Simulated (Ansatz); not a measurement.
[CH$_{3}$···H···BH$_{2}$], doublet: transfer scan

Starting geometry:

```xyz
8

C    -1.1885    0.0000    0.0000
H    -1.5517    1.0273    0.0000
H    -1.5517   -0.5137    0.8897
H    -1.5517   -0.5137   -0.8897
H    -0.0989    0.0000    0.0000
B     1.4065    0.0000    0.0000
H     1.9155    0.0000    1.0770
H     1.9155    0.0000   -1.0770
```

From there H5 is moved from one fragment to the other while all else, the fragments' distance too, stays fixed; atoms are numbered as listed. Energies are in eV, counted from the starting geometry at the same level.

Basis cc-pVDZ; Ansatz 0.2.0. Only valence electrons are correlated (noble-gas cores frozen). Prefix R: restricted or restricted open-shell reference; prefix U: unrestricted. Active spaces: frontier = (9e, 9o) about the gap.

Runs in a small pair space aren't shown, since their orbitals change along the scan.

Full CI isn't at hand for all of this; UCCSDT(Q) serves as the reference, and is uncertain by about the last step of the cluster series. The frozen core follows each run's orbitals, which can shift R against U totals by a few meV.

```csv
distance C1-H5 (Å),UCCSDT(Q),error RHF,error RMP2,error RCCSD,error UCCSD,error RCCSD(T),error NEVPT2 (frontier space)
1.090,0.000,0.000,0.000,0.000,0.000,0.000,0.000
1.138,-0.009,0.050,0.009,0.007,0.007,0.001,-0.009
1.233,0.136,0.099,-0.046,0.000,-0.003,0.000,-0.043
1.329,0.216,0.067,-0.025,-0.004,-0.007,0.000,-0.051
1.425,0.334,-0.060,0.008,-0.016,-0.017,-0.001,-0.054
```

Errors are those of relative energies. In total energy the starting point itself misses UCCSDT(Q) by: RHF 8.068, RMP2 1.389, RCCSD 0.210, UCCSD 0.208, RCCSD(T) 0.032, NEVPT2 (frontier space) 1.433 eV.

Spread of the error over the points with a reference, to 1.425 Å (largest less smallest): RCCSD(T) 0.002, RCCSD 0.022, UCCSD 0.024, NEVPT2 (frontier space) 0.054, RMP2 0.056, RHF 0.160 eV.
